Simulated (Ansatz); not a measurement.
**Disilane (Si₂H₆): small, medium and large basis sets**

How large a basis does disilane (Si₂H₆) need? Two functionals are run in growing sets.

The runs use Ansatz 0.2.0, Gaussian basis; one geometry, several basis sets.

Levels to be run: PBE0-D4/def2-SVP; ωB97M-V/def2-SVP; PBE0-D4/def2-QZVPP; ωB97M-V/def2-QZVPP; the functionals' def2-TZVPP values are taken from earlier runs.

**1. The geometry**

An earlier PBE0-D4 in a triple-zeta def2 set relaxation fixed the geometry.

SMILES `[SiH3][SiH3]`, 8 atoms, charge 0, spin multiplicity 1.

Atoms are counted from 1 here; the program's logs count them from 0.

Bond lengths: Si1–Si2 2.339 Å, Si1–H3 1.488 Å, Si1–H4 1.488 Å, Si1–H5 1.488 Å, Si2–H6 1.488 Å, Si2–H7 1.488 Å, Si2–H8 1.488 Å. Angles: Si2–Si1–H3 110.3°, Si2–Si1–H4 110.3°, Si2–Si1–H5 110.3°, H3–Si1–H4 108.7°, H3–Si1–H5 108.7°, H4–Si1–H5 108.7°, Si1–Si2–H6 110.3°, Si1–Si2–H7 110.3°, Si1–Si2–H8 110.3°, H6–Si2–H7 108.7°, H6–Si2–H8 108.7°, H7–Si2–H8 108.7°.

**2. PBE0-D4 in def2-SVP**

in.yaml

```yaml
crystal:
  periodic: [false, false, false]
  atoms:
    - {symbol: Si, position_ang: [-0.340494, 0.490198, -1.004948]}
    - {symbol: Si, position_ang: [0.363520, -0.504446, 0.990999]}
    - {symbol: H, position_ang: [0.833867, 0.948192, -1.794945]}
    - {symbol: H, position_ang: [-1.112933, -0.483915, -1.821908]}
    - {symbol: H, position_ang: [-1.208011, 1.664091, -0.717949]}
    - {symbol: H, position_ang: [1.139019, 0.468588, 1.806340]}
    - {symbol: H, position_ang: [1.228114, -1.680486, 0.703963]}
    - {symbol: H, position_ang: [-0.810979, -0.959222, 1.782649]}
basis:
  gaussian: {orbitals: def2-SVP}
hamiltonian: {xc: pbe0, dispersion: d4}
output: {orbitals: {seedname: orbitals}}
```

Further steps of the session: ωB97M-V in def2-SVP; PBE0-D4 in def2-QZVPP; ωB97M-V in def2-QZVPP.

Before running them: what should the planned runs give, taken together? Wanted: PBE0-D4: double and triple zeta above quadruple; ωB97M-V: double and triple zeta above quadruple.

The runs gave:

| quantity | value |
| --- | --- |
| PBE0-D4: double and triple zeta above quadruple | 6.12, 0.54 eV |
| ωB97M-V: double and triple zeta above quadruple | 6.19, 0.51 eV |

PBE0-D4 gains 5.58 eV from double to triple zeta, then 0.54 eV more. These are total energies; as a rule much of such shifts cancels in differences, which this series doesn't test. The LUMO of ωB97M-V is positive and keeps falling with the basis (2.42 to 1.35 eV): an unbound level that the basis holds in place.
